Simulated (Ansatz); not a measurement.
## Litharge SnO

The numbers are results of r²SCAN+rVV10 (Ansatz, a quantum-chemistry and plane-wave program, plane waves, PAW), not measurements.

Run with plane-wave cutoff 500 eV, 10×10×8 k mesh (along the axes of the cell as run), Fermi–Dirac smearing 0.05 eV, scalar-relativistic PAW data made under PBE.

Cell (relaxed at this level):

```cif
data_O2Sn2
_chemical_formula_sum 'Sn2 O2'
_space_group_name_H-M_alt 'P4/nmm :1'
_space_group_IT_number 129
_space_group_name_Hall 'P 4ab 2ab -1ab'
_cell_length_a 3.79287
_cell_length_b 3.79287
_cell_length_c 4.76133
_cell_angle_alpha 90.000
_cell_angle_beta 90.000
_cell_angle_gamma 90.000
loop_
_space_group_symop_operation_xyz
  'x, y, z'
  '-y+1/2, x+1/2, z'
  '-x, -y, z'
  'y+1/2, -x+1/2, z'
  'x+1/2, -y+1/2, -z'
  '-y, -x, -z'
  '-x+1/2, y+1/2, -z'
  'y, x, -z'
  '-x+1/2, -y+1/2, -z'
  'y, -x, -z'
  'x+1/2, y+1/2, -z'
  '-y, x, -z'
  '-x, y, z'
  'y+1/2, x+1/2, z'
  'x, -y, z'
  '-y+1/2, -x+1/2, z'
loop_
_atom_site_label
_atom_site_type_symbol
_atom_site_symmetry_multiplicity
_atom_site_Wyckoff_symbol
_atom_site_fract_x
_atom_site_fract_y
_atom_site_fract_z
_atom_site_occupancy
Sn1 Sn 2 c 0.00000 0.50000 0.24080 1
O1 O 2 a 0.00000 0.00000 0.00000 1
```

```
Quantity                                Value
------------------------------  -------------
equilibrium volume per atom     17.12 Å³/atom
equilibrium lattice constant a        3.793 Å
c axis length                         4.761 Å
```

Measured, for comparison: lattice constant a 3.801 Å, lattice parameter c 4.835 Å (temperature not stated, not corrected to a static lattice; as tabulated in Electronic properties of the Sn1−xPbxO alloy and band alignment of the SnO/PbO …). Computed (rounded) less measured: lattice constant a -0.2 %, lattice parameter c -1.5 %. A static lattice is as a rule a little smaller and stiffer than an uncorrected measurement, which narrows the difference in the lattice parameter c and would widen misses of the other sign.

Spin–orbit coupling is not included.
